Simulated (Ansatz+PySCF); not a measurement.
Results of a calculation; reference values are marked as such.
## Ansatz (development build ahead of 0.2.0) run

```yaml
crystal:
  periodic: [false, false, false]
  atoms:
    - { symbol: B, position_ang: [0.0, 0.0, -0.28178] }
    - { symbol: H, position_ang: [0.0, 0.0, 1.4089] }
basis:
  gaussian: { orbitals: "6-31G" }
magnetization:
  spin_polarized: true
hamiltonian:
  xc: hf
correlation:
  method: mp2
  frozen_orbitals: { B: 1, H: 0 }
scf:
  omitted_lower_state_checks: [starts, atomic_configurations, cluster_reference, orbital_swaps, given_window_search, neighbouring_geometries, increment]
```

The input is written out in the form of the current development build from the run's settings.

The run gave:

```json
{
 "Converged": "yes",
 "Reference energy": "-25.07359 hartree",
 "Correlation energy": "-0.03706 hartree",
 "Total energy": "-25.11064 hartree",
 "Spin squared of the determinant": "0.309",
 "Stability test": "minimum"
}
```

Messages of the program:
```
mean field -682.28702735 eV, -25.0735857842 hartree, gradient 1.7e-6 eV, S^2 0.309135; 1 other ends of a descent, 0 dependent functions left out
```

Caution: bonds are stretched, where a single reference can fail; the unrestricted determinant is spin contaminated; another reference gives a lower total.
